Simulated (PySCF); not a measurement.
**Structure from 2D NMR**

Compound of formula C₂H₄ClF. Correlations simulated from computed shifts and the bond graph:

HSQC (one-bond C–H):
```csv
δH,δC
6.40,110.6
1.70,28.7
```

COSY cross peaks (H two or three bonds apart, from the bond graph; peaks can be absent where the dihedral angle is near 90°):
```csv
δH,δH
6.40,1.70
```

HMBC (two and three bonds, from the bond graph):
```csv
δH,δC
6.40,28.7
1.70,110.6
```

All values are calculated (PySCF 2.14.0 with density-fitted response routines): PBE0-D3(BJ)/def2-TZVP structure, σ from GIAO-B97-2/pcSseg-2. Non-relativistic, rapidly exchanging positions averaged, no solvent model, one computed conformer.

δ = σ(ref) − σ, references computed at the same level: ¹H (σ = 31.64 ppm), ¹³C (σ = 185.38 ppm) against TMS.

Exchangeable hydrogens are left out of these lists.

Question: Assemble the structure.

Answer: `C[C@@H](F)Cl`.

Structure with atom numbers: `[CH3:1][C@@H:2]([F:3])[Cl:4]` (H(Xn): hydrogen on atom n).

- δC 110.6 is C2, an sp3 CH bonded to Cl and F (δH 6.40).
- δC 28.7 is C1, a methyl carbon (δH 1.70).
- COSY links 6.40–1.70.

Carbons that carry Cl, above all several Cl atoms, come out too deshielded, partly because spin–orbit coupling is missing. Shifts are as computed. Against solution values, carbons near 30 ppm lie about +3 ppm off and those near 130 ppm about +7 ppm; carbons on Cl a further +5 ppm. Of 1211 compounds with measured shifts, 218 miss one by over three times the rms of a fit or turn the order of signals round; such compounds aren't used in these exercises.
